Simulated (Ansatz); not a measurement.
# F3P: the cost of one run

Method: the levels named in each step, in Ansatz 0.2.0.

## (1) The system as given

Bond lengths: F1–P2 1.774 Å, P2–F3 1.774 Å, P2–F4 1.774 Å. Angles: F1–P2–F3 85.8°, F1–P2–F4 85.8°, F3–P2–F4 85.8°.

Structure file:

```xyz
4

F    -0.8983   -1.0631   -0.3939
P     0.0043   -0.0090    0.7108
F     1.3704   -0.2371   -0.3977
F    -0.4792    1.3145   -0.3672
```

## (2) A rough first relaxation, PBE-D4/def2-SVPD

input.yaml

```yaml
crystal:
  periodic: [false, false, false]
  atoms:
    - { symbol: F, position_ang: [-0.89835, -1.06311, -0.39386] }
    - { symbol: P, position_ang: [0.00426, -0.00903, 0.71077] }
    - { symbol: F, position_ang: [1.37038, -0.23712, -0.39775] }
    - { symbol: F, position_ang: [-0.47921, 1.31449, -0.36719] }
magnetization:
  spin_polarized: true
  initial_magnetization: 1
total_charge: -1
basis:
  gaussian: { orbitals: def2-SVPD }
hamiltonian:
  xc: pbe
  dispersion: d4
relax:
  f_tol: 0.03
  max_steps: 200
```

Run with:

```sh
$ ansatz run input.yaml --threads 2 --pin off --max-ram 5120MiB --backend cpu --events-out ev --progress --plain --runs-dir out
```

What time and memory should one allow on 2 threads of Intel Xeon 6975P-C (Granite Rapids), shared host?

About 30 s, with a peak of 0.19 GiB.
